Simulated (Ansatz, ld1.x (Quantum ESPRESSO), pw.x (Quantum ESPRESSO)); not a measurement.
**Equation-of-state test of one RRKJ potential (hydrogen)**

hydrogen (H), norm-conserving RRKJ (Kleinman–Bylander form), made with ld1.x (Quantum ESPRESSO) 7.5 (LDA (PW92), scalar-relativistic). Core none, reference 1s1. Waves: 2p channel at -0.05 Ry: rc 1.25 bohr; 1s (bound): rc 1.30 bohr. Local part: the s channel. Core correction: none. rho0 = 0.01.

Atomic tests: cutoffs needed: 18 Ry and 35 Ry (the cutoffs (Ry, on a coarse ladder) from which the occupation-weighted sum of valence levels, in a spherical-Bessel basis at the reference potential, stays within 10 and 1 mRy of its value at 400 Ry); ghost test: no extra level below or beside the all-electron valence levels (p, s, d, f tested) (spherical-Bessel basis up to 400 Ry, 20 bohr box).

Crystal test: sc H in pw.x 7.5, no spin, 18³ k-points, Fermi–Dirac smearing 0.01 Ry, cutoffs 45/180 Ry. The reference is all-electron LAPW (Ansatz 0.2.0) with the same functional, mesh and smearing; V0 and B0 come from Birch–Murnaghan fits to the pressures at five volumes. Errors are pseudo minus all-electron; Δ is the rms difference of the E(V) curves that follow from these fits, minima aligned, over ±6 % about the mean V0. Mesh and smearing are coarse, so the numbers serve the comparison and aren't converged zero-temperature values; the lattice is a test structure that the element need not adopt.

```tsv
V (Å³/atom)	P all-electron (GPa)	P pseudo (GPa)
2.841	7.52	8.47
2.915	4.24	5.12
2.990	1.28	2.11
3.065	-1.38	-0.61
3.139	-3.78	-3.07
```

All-electron: a0 = 1.446 Å (V0 = 3.02 Å³/atom), B0 = 108.1 GPa.

Pseudopotential: mean pressure error (GPa): +0.83; a0 (Å): 1.450; a0 error (%): +0.24; B0 error (%): -0.2; Δ (meV/atom): 0.5.

Question: At the middle volume, how do free energy and pressure move when the wave cutoff is lowered (ecutrho kept at four times it)?

Answer:

| cutoff (Ry) | shift of F (meV/atom) | shift of P (GPa) |
| --- | --- | --- |
| 20 | +109.9 | -11.44 |
| 27 | +31.7 | -5.29 |
| 36 | +4.2 | -1.17 |

The 8 pw.x runs together took about 16 s on one core of a shared server CPU.
